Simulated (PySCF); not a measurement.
Ammonium, NH4 (charge +1).
Atom-mapped SMILES: `[NH4+:1]` (hydrogens: H2, H3, H4, H5 on N1)

The closed-shell ground state was solved at several levels (PySCF, density fitting, gas phase, non-relativistic). Isolated species at its PBE0-D3(BJ)/def2-SVP geometry, gas phase.

```json
{"level": "B3LYP/def2-SVPD", "basis functions": "52", "total energy (Eh)": "-56.8603", "HOMO (eV)": "-22.47", "LUMO (eV)": "-6.30", "gap (eV)": "16.17"}
{"level": "B3LYP/pcJ-2", "basis functions": "147", "total energy (Eh)": "-56.9294", "HOMO (eV)": "-22.43", "LUMO (eV)": "-6.48", "gap (eV)": "15.95"}
{"level": "B3LYP/aug-cc-pVTZ-J", "basis functions": "126", "total energy (Eh)": "-56.9269", "HOMO (eV)": "-22.43", "LUMO (eV)": "-6.54", "gap (eV)": "15.89"}
{"level": "PBE0/pcJ-1", "basis functions": "67", "total energy (Eh)": "-56.8353", "HOMO (eV)": "-22.77", "LUMO (eV)": "-5.74", "gap (eV)": "17.03"}
{"level": "KT2/pcJ-1", "basis functions": "67", "total energy (Eh)": "-57.7593", "HOMO (eV)": "-21.12", "LUMO (eV)": "-6.75", "gap (eV)": "14.37"}
{"level": "PBE/pcJ-1", "basis functions": "67", "total energy (Eh)": "-56.8288", "HOMO (eV)": "-21.00", "LUMO (eV)": "-6.70", "gap (eV)": "14.30"}
{"level": "B3LYP/def2-TZVP", "basis functions": "55", "total energy (Eh)": "-56.9238", "HOMO (eV)": "-22.43", "LUMO (eV)": "-6.36", "gap (eV)": "16.07"}
{"level": "PBE0/pcSseg-1", "basis functions": "37", "total energy (Eh)": "-56.8201", "HOMO (eV)": "-22.79", "LUMO (eV)": "-5.76", "gap (eV)": "17.03"}
{"level": "B3LYP/pcJ-1", "basis functions": "67", "total energy (Eh)": "-56.9060", "HOMO (eV)": "-22.48", "LUMO (eV)": "-6.22", "gap (eV)": "16.26"}
{"level": "HF/pcJ-1", "basis functions": "67", "total energy (Eh)": "-56.5412", "HOMO (eV)": "-27.15", "LUMO (eV)": "-2.76", "gap (eV)": "24.39"}
```

(1) What might LDA/pcJ-1 (67 basis functions) give for the same quantities?

(2) Over all these levels, which gives the widest orbital gap and which the narrowest?

(3) How much does the basis alone move the frontier levels among the 5 B3LYP rows?

(4) In the pcJ-1 basis, how does the gap go with the fixed share of exact exchange?

Answers

(1) Total energy -56.4146 Eh, HOMO -21.00 eV, LUMO -6.68 eV, gap 14.32 eV.

(2) HF/pcJ-1 (Hartree–Fock, all exact exchange) has the widest, 24.39 eV, and PBE/pcJ-1 (GGA) the narrowest, 14.30 eV. The two share the basis. From the narrowest to the widest the HOMO moves by -6.15 eV and the LUMO by +3.94 eV.

(3) The HOMO by 0.05 eV and the LUMO by 0.32 eV. By rising basis size (HOMO, LUMO in eV): def2-SVPD -22.47, -6.30; def2-TZVP -22.43, -6.36; pcJ-1 -22.48, -6.22; aug-cc-pVTZ-J -22.43, -6.54; pcJ-2 -22.43, -6.48.

(4) PBE (0 %) 14.30 eV; LDA (0 %) 14.32 eV; KT2 (0 %) 14.37 eV; B3LYP (20 %) 16.26 eV; PBE0 (25 %) 17.03 eV; HF (100 %) 24.39 eV. Each rise in the share widens the gap here.
